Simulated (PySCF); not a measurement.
C4H3FO.
SMILES with atom numbers: `[CH3:1][c:2]1[c:3]([F:4])[c:5]1=[O:6]`

Structure used (GFN2-xTB), in Å, numbered top down from 1:
```
atom  x, y, z in Å
C1    -1.345   -0.099    0.053
C2     0.114    0.038   -0.006
C3     1.315   -0.574   -0.056
F4     1.896   -1.763   -0.078
C5     1.315    0.851   -0.055
O6     1.874    1.901   -0.077
H7    -1.785    0.343   -0.841
H8    -1.642   -1.143    0.125
H9    -1.728    0.452    0.911
```

NICS is the negative of the GIAO shielding at a point without a nucleus: at the ring centre (0) and 1 Å above and below it (1); zz is the component along the ring normal. Level: GIAO PBE0/pcSseg-1 (PySCF, non-relativistic, gas phase) on the GFN2-xTB geometry, one conformer.

Ring bond lengths (Å), with Mayer bond orders in brackets: C2–C3 1.349 (1.41), C3–C5 1.425 (1.06), C5–C2 1.450 (0.87).

Give the NICS values of each ring in ppm.

```json
{"ring": "C2–C3–C5", "type": "3-membered carbocycle; bonds drawn aromatic by RDKit's count", "NICS(0)": "-26.8", "NICS(1), two faces": "-8.7 / -8.7", "NICS(1)zz, two faces": "-9.5 / -9.5", "rms pucker (Å)": "0.00", "centre to ring atoms, mean (Å)": "0.81"}
```

What can be read from them?

- C2–C3–C5: mean NICS(1)zz -9.5 ppm, shielded. NICS(0) lies 18 ppm below the mean NICS(1).

What does the geometric index give? HOMA = 1 − mean of α(R − Ropt)² over the ring bonds, with Krygowski's 1993 parameters (CC: Ropt 1.388 Å, α 257.7 Å⁻²).

- C2–C3–C5: HOMA 0.42 = 1 − EN − GEO, with mean bond length 1.408 Å, EN = α(Ropt − mean)² = 0.102 and GEO = α × variance = 0.483.

At the second NICS(1) probe listed for ring C2–C3–C5, 1 Å off the ring, what do the in-plane components average?

The isotropic value is a third of the trace: (3 × -8.7 − (-9.5))/2 = -8.3 ppm.

What are the shieldings of the ring atoms and their hydrogens in the same run (means over atoms taken as equivalent)?

```tsv
atoms	environment	σ isotropic (ppm)
C2	unsaturated ring carbon	39.0
C3	unsaturated ring carbon	18.8
C5	ring carbonyl carbon	42.9
```

On an Arm Neoverse N1 with one thread, shared host with 64 logical CPUs at a one-minute load of 58, this took 17 s of wall time (grids of density and orbitals included) and 0.52 GiB of memory at its peak. This is the whole shielding run at PBE0/pcSseg-1, SCF included.
